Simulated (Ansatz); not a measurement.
Geometry optimisation, Ansatz, RKS B3LYP-D4/6-31G*.

input.yaml

```yaml
crystal:
  periodic: [false, false, false]
  atoms:
    - { symbol: B, position_ang: [0.077242, -0.516233, -0.268084] }
    - { symbol: Cl, position_ang: [-0.128405, 0.529749, 2.604546] }
    - { symbol: H, position_ang: [1.075387, 0.124218, -0.364579] }
    - { symbol: H, position_ang: [-0.984819, -0.046642, -0.526907] }
    - { symbol: P, position_ang: [0.150926, -2.287844, 0.430924] }
    - { symbol: H, position_ang: [-0.665628, -3.058022, -0.42713] }
    - { symbol: H, position_ang: [1.421541, -2.777317, 0.044108] }
    - { symbol: H, position_ang: [-0.031043, -0.80421, 2.583521] }
basis:
  gaussian: { orbitals: "6-31G*" }
hamiltonian:
  xc: b3lyp
  dispersion: d4
relax:
  f_tol: 0.03
  max_steps: 50
```

Run as:

```bash
$ ansatz run input.yaml --threads 1 --pin off --max-ram 2048MiB --backend cpu --events-out ev --progress --plain --runs-dir out
```

Problem. Where does it end, and by what steps?

Solution. The forces met the threshold. The force dipped under the threshold on the way, but the program's further checks kept it going. After 20 steps the energy has fallen by 0.127 eV; Cl2 moved furthest, 1.60 Å.

```json
{"step": "0", "energy less start (eV)": "0.0000", "largest force component (eV/Å)": "1.022", "accepted": "yes"}
{"step": "1", "energy less start (eV)": "-0.0372", "largest force component (eV/Å)": "0.872", "accepted": "yes"}
{"step": "2", "energy less start (eV)": "-0.0503", "largest force component (eV/Å)": "0.760", "accepted": "yes"}
{"step": "3", "energy less start (eV)": "-0.0539", "largest force component (eV/Å)": "0.902", "accepted": "yes"}
{"step": "4", "energy less start (eV)": "-0.0633", "largest force component (eV/Å)": "0.668", "accepted": "yes"}
{"step": "5", "energy less start (eV)": "-0.0759", "largest force component (eV/Å)": "0.192", "accepted": "yes"}
{"step": "6", "energy less start (eV)": "-0.0827", "largest force component (eV/Å)": "0.186", "accepted": "yes"}
{"step": "7", "energy less start (eV)": "-0.0739", "largest force component (eV/Å)": "0.348", "accepted": "no"}
{"step": "8", "energy less start (eV)": "-0.0914", "largest force component (eV/Å)": "0.071", "accepted": "yes"}
{"step": "9", "energy less start (eV)": "-0.0974", "largest force component (eV/Å)": "0.071", "accepted": "yes"}
{"step": "10", "energy less start (eV)": "-0.1040", "largest force component (eV/Å)": "0.179", "accepted": "yes"}
{"step": "11", "energy less start (eV)": "-0.1031", "largest force component (eV/Å)": "0.537", "accepted": "no"}
{"step": "12", "energy less start (eV)": "-0.1096", "largest force component (eV/Å)": "0.070", "accepted": "yes"}
{"step": "13", "energy less start (eV)": "-0.1147", "largest force component (eV/Å)": "0.038", "accepted": "yes"}
{"step": "14", "energy less start (eV)": "-0.1195", "largest force component (eV/Å)": "0.160", "accepted": "yes"}
{"step": "15", "energy less start (eV)": "-0.1199", "largest force component (eV/Å)": "0.296", "accepted": "yes"}
{"step": "16", "energy less start (eV)": "-0.1221", "largest force component (eV/Å)": "0.269", "accepted": "yes"}
{"step": "17", "energy less start (eV)": "-0.1256", "largest force component (eV/Å)": "0.029", "accepted": "yes"}
{"step": "18", "energy less start (eV)": "-0.1261", "largest force component (eV/Å)": "0.026", "accepted": "yes"}
{"step": "19", "energy less start (eV)": "-0.1261", "largest force component (eV/Å)": "0.149", "accepted": "yes"}
{"step": "20", "energy less start (eV)": "-0.1268", "largest force component (eV/Å)": "0.022", "accepted": "yes"}
```

```xyz
8
Properties=species:S:1:pos:R:3
B 0.157 -0.541 -0.962
Cl -0.202 -0.343 3.943
H 1.169 -0.003 -1.288
H -0.887 -0.227 -1.443
P 0.176 -1.723 0.499
H -0.794 -2.712 0.221
H 1.364 -2.477 0.379
H -0.067 -0.810 2.726
```

Whether the end is a true minimum wasn't checked by a vibrational analysis.

Time of the run: 51 s on 1 thread of Arm Neoverse V2 (shared host), peak memory 0.13 GiB.
